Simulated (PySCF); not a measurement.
Compound: C3H3NO.
Z-matrix (Å and degrees, PBE0-D3(BJ)/def2-SVP geometry), rows numbered from 1:
```
C 
C   1  1.3371
N   2  1.3758  1  125.55
C   3  1.1991  2  149.76  1     0.08
O   4  1.1690  3  174.52  2  -179.82
H   1  1.0910  2  119.61  3   179.98
H   1  1.0927  2  122.04  3    -0.00
H   2  1.0941  1  120.94  3  -179.99
```

The closed-shell ground state was solved at several levels (PySCF, density fitting, gas phase, non-relativistic).

| level | basis functions | HOMO (eV) | LUMO (eV) | gap (eV) | dipole (D) |
| --- | --- | --- | --- | --- | --- |
| PBE0/cc-pVDZ | 85 | -7.11 | -0.48 | 6.63 | 2.05 |
| KT2/pcJ-1 | 165 | -6.19 | -1.63 | 4.56 | 2.16 |
| PBE0/aug-cc-pVDZ | 142 | -7.32 | -0.86 | 6.46 | 2.28 |
| PBE0/pcJ-1 | 165 | -7.34 | -0.74 | 6.60 | 2.32 |
| CAM-B3LYP/pcJ-1 | 165 | -8.61 | 0.40 | 9.01 | 2.37 |
| LDA/pcJ-1 | 165 | -6.42 | -1.95 | 4.47 | 2.23 |

(1) Estimate the row for PBE/pcJ-1, a basis of 165 functions; the other rows only guide the guess.

(2) Over all these levels, which gives the widest orbital gap and which the narrowest?

(3) How much does the basis alone move the frontier levels among the 3 PBE0 rows?

(4) How far do the dipole and the HOMO energy spread over the levels?

Results:

(1) HOMO -6.19 eV, LUMO -1.68 eV, gap 4.51 eV, dipole 2.12 D.

(2) CAM-B3LYP/pcJ-1 (range-separated hybrid) has the widest, 9.01 eV, and LDA/pcJ-1 (LDA) the narrowest, 4.47 eV. The two share the basis. From the narrowest to the widest the HOMO moves by -2.19 eV and the LUMO by +2.35 eV.

(3) The HOMO by 0.23 eV and the LUMO by 0.38 eV. By rising basis size (HOMO, LUMO in eV): cc-pVDZ -7.11, -0.48; aug-cc-pVDZ -7.32, -0.86; pcJ-1 -7.34, -0.74.

(4) The dipole runs from 2.05 to 2.37 D (mean 2.22 D) and the HOMO from -8.61 to -6.19 eV.

One conformer stands for the species.
